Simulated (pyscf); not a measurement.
PySCF, gas phase, ωB97X-D3(BJ)/def2-SVP geometries. MP2 and CC: frozen core, UHF for open shells. ΔMP2 is the change of the MP2 total energy from the triple- to the quadruple-zeta basis.

SMILES: [SiH3]OP
```xyz
8

Si     0.6432    -0.4364    -0.0556
O     -0.6578     0.4059    -0.6809
P     -1.1695     1.9348    -0.2757
H      0.6990    -1.7576    -0.7311
H      0.4686    -0.6122     1.4165
H      1.9023     0.3270    -0.3019
H     -1.1270     1.8380     1.1562
H      0.0863     2.6305    -0.3028
```
Charge 0, spin multiplicity 1.

Question: List the bond dissociation enthalpies at 298 K of H₃Si–O–PH₂ (SMILES [SiH3]OP) from CCSD(T)/def2-TZVPP + ΔMP2(QZVPP), from the weakest bond up.

Answer: H–P to H₃Si–O–PH• + H•: 77.5 kcal/mol; O–Si to SiH₃• + •O–PH₂: 91.3 kcal/mol; O–P to •O–SiH₃ + PH₂•: 92.4 kcal/mol; H–Si to •H₂Si–O–PH₂ + H•: 94.0 kcal/mol. Ring and multiple bonds, and those that leave no two simple radicals, are not listed. H₃Si–O–PH₂ lies 5.7 kcal/mol over its isomer HO–SiH₂–PH₂, and others may lie lower still (electronic energy, ωB97M-D3(BJ)). •O–PH₂ lies 8.3 kcal/mol over its isomer HO–PH•, and others may lie lower still (electronic energy, ωB97M-D3(BJ)). Other isomers of H₃Si–O–PH• were not searched in full and may lie lower. The CCSD(T) − MP2 part came from Ansatz, without density fitting, on the same reference.
